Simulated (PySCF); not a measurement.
Bonds (- single, = double, # triple, : aromatic): C1-O2 1.418 Å, O2-C3 1.323 Å, C3-F4 1.334 Å, C3=C5 1.334 Å, C5-F6 1.330 Å. C1 carries H7, H8, H9; C5 carries H10. Stereochemistry as in CO/C(F)=C\F.

Level of theory: GIAO PBE/pcSseg-2 shieldings, geometry from PBE0-D3(BJ)/def2-SVP, spin–spin couplings from B3LYP/pcJ-1 (spin–dipole term only in couplings to heteroatoms), in PySCF (relativity neglected, no solvent model, a single conformation, averaged over atoms made equivalent by symmetry, fast rotation or ring inversion).

δ = σ(ref) − σ, references computed at the same level: 1H (σref 31.18) vs TMS.

The spectrum was simulated from the full spin Hamiltonian at 700 MHz with 1.0 Hz Lorentzian lines, from shifts rounded to 0.01 ppm and J to 0.1 Hz, couplings under 1 Hz left out.

Problem. List the maxima of its 1H spectrum with integrals.

Solution. 
Maxima in Hz from TMS (height), grouped by integral:
1H: 4774.6 (15), 4768.9 (15), 4695.1 (15), 4689.4 (15)
3H: 2618.8 (100), 2617.2 (100)

Problem. Summarise it as multiplets with assignments.

Solution. 1H NMR (700 MHz, computed): δ 6.76 (dd, J = 79.5, 5.6 Hz, 1H, H10), 3.74 (d, J = 1.6 Hz, 3H, H7/H8/H9). These are first-order names; overlap and second-order distortion can hide them in the list.

Splittings below 1 Hz are ignored in the labels, and close J values are merged.
